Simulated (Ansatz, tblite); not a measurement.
# The cluster NbSe₂: rung by rung

Aim: run the doublet of the cluster NbSe₂ at one geometry on many levels, and compare frontier levels, spin and run time.

Method: as each input shows; program: Ansatz 0.2.0, Gaussian basis.

Levels to be run: GFN1-xTB, GFN2-xTB, PBE-D4/def2-TZVP, r2SCAN-D4/def2-TZVP, BLYP-D4/def2-TZVP, r2SCANh-D4/def2-TZVP, ωB97M-V/def2-TZVP, HSE06-D4/def2-TZVP, CAM-B3LYP-D4/def2-TZVP, PBE-D4/def2-SVP, PBE0-D4/def2-SVP, PBE0-D4/def2-TZVPD, PBE-D4/def2-TZVPD, r2SCAN-D4/def2-TZVPD, RPA/def2-TZVP.

2 further runs of the same task are left out: 1 for a known fault of the program, 1 set aside as unsound or not needed.

## (1) The structure

The geometry is that of the doublet, from an earlier relaxation (r2SCAN-D4/def2-TZVP). At that level it is the lowest of the isomers that a small search found.

3 atoms, charge 0, spin multiplicity 2.

Bond lengths: Nb1–Se2 2.456 Å, Nb1–Se3 2.455 Å, Se2–Se3 2.341 Å. Angles: Se2–Nb1–Se3 56.9°, Nb1–Se2–Se3 61.5°, Nb1–Se3–Se2 61.5°.

Nb takes a core potential in the def2 sets. No spin-orbit coupling is included.

PBE0-D4/def2-TZVP was run before; its log isn't repeated, and its numbers join the tables.

## (2) GFN1-xTB

Tight binding, by tblite at 300 K electronic temperature and without a spin-polarisation term:

```python
tblite.interface.Calculator('GFN1-xTB', numbers, positions, charge=0, uhf=1).singlepoint()
```

Energy -233.2288 eV; 0.002 s.

## (3) GFN2-xTB

Tight binding, by tblite at 300 K electronic temperature and without a spin-polarisation term:

```python
tblite.interface.Calculator('GFN2-xTB', numbers, positions, charge=0, uhf=1).singlepoint()
```

Energy -223.3511 eV; 0.004 s.

## (4) PBE-D4/def2-TZVP

start.molden holds the orbitals of an earlier run on this state, given as this run's starting guess.

Input file in.yaml:

```yaml
crystal:
  periodic: [false, false, false]
  atoms:
    - {symbol: Nb, position_ang: [0.421241, 1.025271, 0.917843]}
    - {symbol: Se, position_ang: [-0.401775, 0.299911, -1.279398]}
    - {symbol: Se, position_ang: [-0.019466, -1.325182, 0.361555]}
basis:
  gaussian: {orbitals: def2-TZVP, initial_orbitals: start.molden}
magnetization: {spin_polarized: true, initial_magnetization: 1}
hamiltonian: {xc: pbe, dispersion: d4}
scf: {omitted_lower_state_checks: [starts]}
output: {forces: true, orbitals: {seedname: orbitals}}
```

Started as:

```console
> ansatz run in.yaml --threads 2 --pin off --events-out ev --progress --plain --max-ram 4352MiB
```

After this run come: r2SCAN-D4/def2-TZVP; BLYP-D4/def2-TZVP; r2SCANh-D4/def2-TZVP; ωB97M-V/def2-TZVP; HSE06-D4/def2-TZVP; CAM-B3LYP-D4/def2-TZVP; PBE-D4/def2-SVP; PBE0-D4/def2-SVP; PBE0-D4/def2-TZVPD; PBE-D4/def2-TZVPD; r2SCAN-D4/def2-TZVPD; RPA/def2-TZVP.

Before running them: what should the planned runs give, taken together? Wanted: gap in def2-TZVP, named functionals, smallest and largest; binding an atom, functionals in def2-TZVP; ⟨S²⟩ in def2-TZVP, named functionals, smallest and largest; PBE0 total energy, smallest basis above largest.

The runs gave:

```
                                                  quantity                                value
 gap in def2-TZVP, named functionals, smallest and largest  0.66 eV (PBE-D4), 6.18 eV (ωB97M-V)
                 binding an atom, functionals in def2-TZVP   2.26 (ωB97M-V) to 2.63 eV (PBE-D4)
⟨S²⟩ in def2-TZVP, named functionals, smallest and largest                         1.590, 1.724
           PBE0 total energy, smallest basis above largest      16.51 eV (def2-SVP, def2-TZVPD)
```

In words: Over the named functionals in def2-TZVP the gap runs from 0.66 eV (PBE-D4) to 6.18 eV (ωB97M-V); exact exchange widens it. Over the named functionals in def2-TZVP spin contamination reaches 0.97 (r2SCANh-D4), and every level is far from pure, so all describe a mixture with higher spin.
